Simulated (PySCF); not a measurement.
Gas-phase reaction: 2 (CH3)3Si + H2 → 2 (CH3)2Si + 2 CH4

Energies from PySCF, thermal terms from the rigid-rotor harmonic-oscillator model, ideal gas at 1 bar. † marks an energy on the PBE0/def2-TZVP geometry and frequencies; other levels use their own. Open shells (unrestricted): (CH3)3Si (multiplicity 2); the rest are closed-shell singlets. B3LYP is the form with VWN-RPA correlation. No R ln 2 is added for the mirror-image form of (CH3)2Si. (CH3)3Si, (CH3)2Si: computed as isolated molecules; such fragments, hydroxides, amides, oligomers or adducts are transient or little studied in the gas. The harmonic model lacks anharmonicity and excited electronic states, which grow with temperature; levels with a mode under 35 cm⁻¹ are left out. Internal rotation in (CH3)3Si, (CH3)2Si is treated as a harmonic vibration of one conformer, which makes the entropy rough.

```csv
level,"ΔE electronic, kJ","ΔH°(298 K), kJ","ΔS°(298 K), J/K","ΔG°(1000 K), kJ"
B3LYP/def2-TZVP†,64,71,161,-76
M06-2X/def2-TZVP†,91,98,161,-49
PBE/def2-SVP,92,99,158,-45
r2SCAN/def2-TZVP†,140,147,161,0
LDA/def2-TZVP†,115,122,161,-25
ωB97M-V/def2-TZVP†,64,72,161,-75
```
ΔH° is lowest at B3LYP/def2-TZVP† and highest at r2SCAN/def2-TZVP†. No reference value is set beside these.
